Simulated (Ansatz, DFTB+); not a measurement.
Elastic constant C33 (GPa) of solids drawn from the class of elemental solids other than molecular ones, at two levels: GFN1-xTB as cut by DFTB+ (DFTB+), and PBE (Ansatz, an electronic-structure program, plane waves, PAW).

| solid | GFN1-xTB as cut by DFTB+ | PBE | shift (%) |
|---|---|---|---|
| hcp Ru | 441 | 641 | +45 |
| hcp Zr | 51.6 | 162 | +214 |
| hcp Os | 694 | 821 | +18.3 |
| hcp Tc | 251 | 537 | +114 |
| hcp Re | 212 | 664 | +213 |
| hcp Be | 143 | 382 | +167 |

The shifts run from +18.3 % to +214 %, with a median of +141 %.

Over all 6 rows PBE is the larger in 6.

Ansatz's runs of these crystals have no spin polarisation.

Spin–orbit coupling is left out, also for the solids with elements from indium on (hcp Os, hcp Re); its size isn't shown.

Each level is taken at its own relaxed cell. Caveats: codes differ in how they cut the long-range tail of xTB's charge interaction in a crystal, so the value belongs to this code (GFN1-xTB as cut by DFTB+: hcp Ru, hcp Zr, hcp Os, hcp Tc, hcp Re, hcp Be); the method was fitted mainly to molecules (GFN1-xTB as cut by DFTB+: hcp Ru, hcp Zr, hcp Os, hcp Tc, hcp Re, hcp Be); the relaxed volume lies over a fifth from the starting cell (GFN1-xTB as cut by DFTB+: hcp Zr, hcp Be). Ansatz's density-functional and Hartree–Fock values are scalar-relativistic unless marked +SOC, with PAW data made under PBE.
